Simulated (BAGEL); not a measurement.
**CH5BS− (SMILES [BH2-]SC) at UHF/6-311+G(d,p) (density fitting with qzvpp-jkfit)**

What is the vertical ionisation energy of CH5BS− at UHF/6-311+G** (density fitting with qzvpp-jkfit)? 

Program for the calculation: BAGEL 1.2.2.

1 further run of the same task is left out (set aside as unsound or not needed).

### 1 Starting point

CH5BS−: 8 atoms, total charge -1, spin state doublet. SMILES: `[BH2-]SC`. The coordinates come from a GFN2-xTB relaxation.

Bond lengths: B1–S2 1.760 Å, B1–H4 1.195 Å, B1–H5 1.193 Å, C3–H6 1.082 Å, C3–H7 1.081 Å, C3–H8 1.082 Å. Angles: S2–B1–H4 121.1°, S2–B1–H5 120.2°, H4–B1–H5 118.6°, H6–C3–H7 112.6°, H6–C3–H8 112.4°, H7–C3–H8 112.6°. A long bond or contact: S2–C3 2.175 Å.

### 2 The energy at UHF/6-311+G(d,p) (density fitting with qzvpp-jkfit)

File input.json:

```json
{ "bagel" : [

{
  "title" : "molecule",
  "basis" : "6-311+gss.json",
  "df_basis" : "qzvpp-jkfit",
  "angstrom" : "true",
  "geometry" : [
    { "atom" : "B", "xyz" : [   -0.944180,    1.016160,   -0.999290 ] },
    { "atom" : "S", "xyz" : [    0.679900,    0.337000,   -1.004870 ] },
    { "atom" : "C", "xyz" : [    0.807640,   -0.844480,    0.816650 ] },
    { "atom" : "H", "xyz" : [   -1.903120,    0.325970,   -1.179850 ] },
    { "atom" : "H", "xyz" : [   -1.104760,    2.187800,   -0.842700 ] },
    { "atom" : "H", "xyz" : [    0.706170,   -0.144060,    1.635140 ] },
    { "atom" : "H", "xyz" : [    1.772590,   -1.331700,    0.803180 ] },
    { "atom" : "H", "xyz" : [   -0.014250,   -1.546690,    0.771740 ] }
  ]
},
{ "title" : "uhf", "charge" : -1, "nopen" : 1 },
{ "title" : "print", "file" : "orbitals.molden", "orbitals" : "true" }

]}
```

The basis set 6-311+G** is read from a file made from the Basis Set Exchange's data (not shown).

Command:

```
BAGEL_NUM_THREADS=1 BAGEL input.json > input.out
```

The program printed:

```text
* using 1 threads per process

  ===============================================================
  ===============================================================

  *** Geometry ***

  { "atom" : "B", "xyz" : [     -1.784242,      1.920264,     -1.888384 ] },
  { "atom" : "S", "xyz" : [      1.284825,      0.636838,     -1.898929 ] },
  { "atom" : "C", "xyz" : [      1.526218,     -1.595836,      1.543245 ] },
  { "atom" : "H", "xyz" : [     -3.596376,      0.615994,     -2.229593 ] },
  { "atom" : "H", "xyz" : [     -2.087694,      4.134343,     -1.592472 ] },
  { "atom" : "H", "xyz" : [      1.334468,     -0.272234,      3.089967 ] },
  { "atom" : "H", "xyz" : [      3.349710,     -2.516548,      1.517790 ] },
  { "atom" : "H", "xyz" : [     -0.026929,     -2.922821,      1.458377 ] },

  Number of auxiliary basis functions:      368

  Since a DF basis is specified, we compute 2- and 3-index integrals:
    o Being stored without compression. Storage requirement is 0.032 GB

  Number of basis functions:      104
  Number of electrons      :       32

    * METHOD: MOLECULE                             0.16

  *** Open-shell HF ***

  === Nuclear Repulsion ===
    87.6148761818

      * DIIS with orbital gradients will be used.

  === UHF iteration (6-311+gss.json) ===
      0       -462.74361772          0.04269117           0.10
      1       -462.88313186          0.02790422           0.10
      2       -462.93047835          0.01694261           0.09
      3       -462.96039059          0.00152620           0.09
      4       -462.96269468          0.00084994           0.10
      5       -462.96390680          0.00066104           0.10
      6       -462.96513244          0.00040972           0.09
      7       -462.96592456          0.00016048           0.09
      8       -462.96597436          0.00008718           0.09
      9       -462.96598367          0.00003610           0.09
     10       -462.96598749          0.00002258           0.09
     11       -462.96598835          0.00001081           0.09
     12       -462.96598866          0.00000705           0.10
     13       -462.96598879          0.00000352           0.09
     14       -462.96598883          0.00000167           0.09
     15       -462.96598884          0.00000093           0.09
     16       -462.96598885          0.00000046           0.09
     17       -462.96598885          0.00000017           0.09
     18       -462.96598885          0.00000008           0.09
     19       -462.96598885          0.00000003           0.09
     20       -462.96598885          0.00000001           0.09
     21       -462.96598885          0.00000001           0.09
    * SCF iteration converged.

    * S^2 (UHF) is 0.8482

    * Permanent dipole moment:
           (   -0.856162,     0.905520,    -0.862110) a.u.

    * METHOD: UHF                                  2.20

    * METHOD: PRINT                                0.03

  ===============================================================
```

It took 2.5 s on 1 thread of Arm Neoverse V1, shared host; peak memory 0.11 GiB.

### 3 Singlet neutral CH5BS

File calc.json:

```json
{ "bagel" : [

{
  "title" : "molecule",
  "basis" : "6-311+gss.json",
  "df_basis" : "qzvpp-jkfit",
  "angstrom" : true,
  "geometry" : [
    { "atom" : "B", "xyz" : [   -0.944180,    1.016160,   -0.999290 ] },
    { "atom" : "S", "xyz" : [    0.679900,    0.337000,   -1.004870 ] },
    { "atom" : "C", "xyz" : [    0.807640,   -0.844480,    0.816650 ] },
    { "atom" : "H", "xyz" : [   -1.903120,    0.325970,   -1.179850 ] },
    { "atom" : "H", "xyz" : [   -1.104760,    2.187800,   -0.842700 ] },
    { "atom" : "H", "xyz" : [    0.706170,   -0.144060,    1.635140 ] },
    { "atom" : "H", "xyz" : [    1.772590,   -1.331700,    0.803180 ] },
    { "atom" : "H", "xyz" : [   -0.014250,   -1.546690,    0.771740 ] }
  ]
},
{
  "title" : "hf"
},
{
  "title" : "print",
  "file" : "orbitals.molden",
  "orbitals" : true
}

]}
```

The basis set 6-311+G** is read from a file made from the Basis Set Exchange's data (not shown).

Command:

```
BAGEL_NUM_THREADS=1 BAGEL calc.json > calc.out
```

The program printed:

```text
* using 1 threads per process

  ===============================================================
  ===============================================================

  *** Geometry ***

  { "atom" : "B", "xyz" : [     -1.784242,      1.920264,     -1.888384 ] },
  { "atom" : "S", "xyz" : [      1.284825,      0.636838,     -1.898929 ] },
  { "atom" : "C", "xyz" : [      1.526218,     -1.595836,      1.543245 ] },
  { "atom" : "H", "xyz" : [     -3.596376,      0.615994,     -2.229593 ] },
  { "atom" : "H", "xyz" : [     -2.087694,      4.134343,     -1.592472 ] },
  { "atom" : "H", "xyz" : [      1.334468,     -0.272234,      3.089967 ] },
  { "atom" : "H", "xyz" : [      3.349710,     -2.516548,      1.517790 ] },
  { "atom" : "H", "xyz" : [     -0.026929,     -2.922821,      1.458377 ] },

  Number of auxiliary basis functions:      368

  Since a DF basis is specified, we compute 2- and 3-index integrals:
    o Being stored without compression. Storage requirement is 0.032 GB

  Number of basis functions:      104
  Number of electrons      :       32

    * METHOD: MOLECULE                             0.17

  *** RHF ***

  === Nuclear Repulsion ===
    87.6148761818

      * DIIS with orbital gradients will be used.

  === RHF iteration (6-311+gss.json) ===
      0       -462.86242862          0.01545498           0.05
      1       -462.94884280          0.00759175           0.04
      2       -462.96799783          0.00155731           0.04
      3       -462.96975148          0.00038330           0.04
      4       -462.96987674          0.00013617           0.05
      5       -462.96991343          0.00006644           0.04
      6       -462.96992407          0.00002861           0.04
      7       -462.96992655          0.00001175           0.04
      8       -462.96992697          0.00000339           0.04
      9       -462.96992700          0.00000103           0.04
     10       -462.96992700          0.00000035           0.04
     11       -462.96992700          0.00000012           0.04
     12       -462.96992700          0.00000005           0.04
     13       -462.96992700          0.00000002           0.04
     14       -462.96992700          0.00000001           0.04
     15       -462.96992700          0.00000000           0.04
    * SCF iteration converged.

    * Permanent dipole moment:
           (    0.108352,     0.533164,    -0.911459) a.u.

    * METHOD: HF                                   0.85

    * METHOD: PRINT                                0.03

  ===============================================================
```

Wall time 1.2 s (1 thread of Arm Neoverse V1, shared host); peak memory 0.11 GiB.

### 4 Results

At UHF/6-311+G** (density fitting with qzvpp-jkfit):

```
                                           quantity          value
                       doublet CH5BS−: total energy  -462.96599 Eh
                               doublet CH5BS−: ⟨S²⟩          0.848
                singlet neutral CH5BS: total energy  -462.96993 Eh
               singlet neutral CH5BS: dipole moment         2.70 D
                 singlet neutral CH5BS: HOMO energy       -9.22 eV
                 singlet neutral CH5BS: LUMO energy        0.74 eV
               singlet neutral CH5BS: HOMO–LUMO gap        9.96 eV
vertical detachment energy (to the singlet neutral)      -0.107 eV
```

In words: The species is unbound against losing an electron at this level, by 0.11 eV (−2.5 kcal/mol); missing correlation or diffuse functions can give that sign where the real anion is bound. Only the singlet of the ionised species was computed; a triplet could lie lower.
